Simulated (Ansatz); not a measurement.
# [Cl···H···SiH3], doublet: transfer scan

Starting geometry:

```yaml
atoms:
  - { symbol: Cl, position_ang: [-1.4816, 0.0000, 0.0000] }
  - { symbol: H, position_ang: [-0.2028, 0.0000, 0.0000] }
  - { symbol: Si, position_ang: [1.6514, 0.0000, 0.0000] }
  - { symbol: H, position_ang: [2.1013, -1.4163, 0.0000] }
  - { symbol: H, position_ang: [2.1013, 0.7081, -1.2265] }
  - { symbol: H, position_ang: [2.1013, 0.7081, 1.2265] }
```

From there H2 is moved from one fragment to the other while all else, the fragments' distance too, stays fixed; atoms are numbered as listed. Energies are in eV, counted from the starting geometry at the same level.

Basis cc-pVDZ; Ansatz 0.2.0. Only valence electrons are correlated (noble-gas cores frozen). R marks a restricted (for open shells ROHF) determinant, U an unrestricted one. Active spaces: valence = (15e, 12o) chosen from the atoms' valence shells.

Runs in a small pair space aren't shown, since their orbitals change along the scan.

Full CI isn't at hand for all of this; UCCSDT(Q) serves as the reference, and is uncertain by about the last step of the cluster series. The frozen core follows each run's orbitals, which can shift R against U totals by a few meV.

```json
{"distance Cl1-H2 (Å)": "1.279", "NEVPT2 (valence space)": "0.000"}
{"distance Cl1-H2 (Å)": "1.338", "NEVPT2 (valence space)": "-0.053"}
{"distance Cl1-H2 (Å)": "1.456", "NEVPT2 (valence space)": "-0.031"}
{"distance Cl1-H2 (Å)": "1.575", "NEVPT2 (valence space)": "0.059"}
{"distance Cl1-H2 (Å)": "1.693", "NEVPT2 (valence space)": "0.233"}
```

Task: Estimate the UCCSDT(Q) curve in cc-pVDZ from this one, knowing how NEVPT2 (valence space) errs.

Result: The computed UCCSDT(Q) values, in eV from the starting point, and the error of NEVPT2 (valence space) against them:
```csv
distance Cl1-H2 (Å),UCCSDT(Q),NEVPT2 (valence space) less UCCSDT(Q)
1.279,0.000,0.000
1.338,-0.058,0.005
1.456,-0.053,0.023
1.575,0.002,0.057
1.693,0.132,0.101
```

The error spans 0.101 eV and is largest, 0.101 eV, at 1.693 Å.
